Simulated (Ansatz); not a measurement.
# AlNSi: the cost of one run

Method: cc-pVTZ, core rule «outside noble gas», up to 11 orbitals frozen; program: Ansatz 0.2.0, Gaussian basis.

The runs, in order: UHF; CCSD(T) on RHF; CCSD(T) on UHF; BCCD(T) on RHF; CCSDT(Q) on RHF; CCSDT(Q) on UHF.

10 further runs of the same task are left out: 4 for a known fault of the program, 6 set aside as unsound or not needed.

**1. What is computed**

The geometry is a PBE0/def2-TZVP stationary point (not a proven minimum) of the parent state, kept for this charge and spin.

3 atoms, charge 0, spin multiplicity 1.

Atoms are counted from 1 here; the program's logs count them from 0.

Bond lengths: Al1–Si2 2.464 Å, Si2–N3 1.576 Å. Angles: Al1–Si2–N3 180.0°.

**2. UHF**

File in.yaml:

```yaml
crystal:
  periodic: [false, false, false]
  atoms:
    - {symbol: Al, position_ang: [0.000000, 0.000000, 2.168200]}
    - {symbol: Si, position_ang: [0.000000, 0.000000, -0.296000]}
    - {symbol: N, position_ang: [0.000000, 0.000000, -1.872200]}
basis:
  gaussian: {orbitals: cc-pVTZ}
magnetization: {spin_polarized: true, initial_magnetization: 0}
hamiltonian: {xc: hf}
output: {orbitals: {seedname: orbitals}}
```

Command:

```console
$ ansatz run in.yaml --threads 1 --pin off --events-out ev --progress --plain --max-ram 2816MiB --backend cpu
```

**Question.** How long does this run take on 1 thread of AMD EPYC 7R13, shared host, and how much memory does it need?

About 13 s, with a peak of 0.29 GiB.
